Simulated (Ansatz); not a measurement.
Geometry optimisation, Ansatz, RKS PBE0-D4/cc-pVDZ.

Input file:

```yaml
crystal:
  periodic: [false, false, false]
  atoms:
    - { symbol: B, position_ang: [-0.067386, -0.465619, -0.491912] }
    - { symbol: C, position_ang: [-0.065269, -0.230698, 2.306126] }
    - { symbol: H, position_ang: [-0.962926, -0.001464, 2.902235] }
    - { symbol: H, position_ang: [0.720373, -0.635553, 2.95953] }
    - { symbol: H, position_ang: [0.300939, 0.691953, 1.833276] }
    - { symbol: O, position_ang: [1.126016, 0.043694, -0.876986] }
    - { symbol: H, position_ang: [1.827675, -0.618479, -0.874519] }
    - { symbol: H, position_ang: [-0.998484, 0.303789, -0.497745] }
    - { symbol: H, position_ang: [-0.20065, -1.624779, -0.216785] }
    - { symbol: H, position_ang: [-0.319088, -0.986742, 1.539779] }
basis:
  gaussian: { orbitals: cc-pVDZ }
hamiltonian:
  xc: pbe0
  dispersion: d4
relax:
  f_tol: 0.03
  max_steps: 50
output:
  orbitals: {}
```

Run as:

```bash
$ ansatz run input.yaml --threads 2 --pin off --max-ram 3072MiB --backend cpu --events-out ev --progress --plain --runs-dir out
```

**Question.** Where does it end, and by what steps?

**Answer.** It converged. After 14 steps the energy has fallen by 0.140 eV; H9 moved furthest, 0.62 Å.

| step | energy less start (eV) | largest force component (eV/Å) | accepted |
| --- | --- | --- | --- |
| 0 | 0.0000 | 0.383 | yes |
| 1 | -0.0840 | 0.238 | yes |
| 2 | -0.0727 | 0.953 | no |
| 3 | -0.1071 | 0.082 | yes |
| 4 | -0.1220 | 0.128 | yes |
| 5 | -0.1292 | 0.078 | yes |
| 6 | -0.1322 | 0.079 | yes |
| 7 | -0.1355 | 0.042 | yes |
| 8 | -0.1366 | 0.094 | yes |
| 9 | -0.1369 | 0.119 | yes |
| 10 | -0.1386 | 0.056 | yes |
| 11 | -0.1391 | 0.054 | yes |
| 12 | -0.1392 | 0.086 | yes |
| 13 | -0.1397 | 0.043 | yes |
| 14 | -0.1398 | 0.019 | yes |

```xyz
10
Properties=species:S:1:pos:R:3
B -0.116 -0.519 -0.906
C -0.025 -0.244 2.616
H -0.770 0.442 3.041
H 0.593 -0.662 3.422
H 0.611 0.302 1.907
O 1.034 0.193 -0.926
H 1.816 -0.368 -0.860
H -1.136 0.121 -0.984
H -0.103 -1.729 -0.821
H -0.542 -1.061 2.094
```

Run time: 21 s on 2 threads of Arm Neoverse V1, on a shared host, peak memory 0.14 GiB.
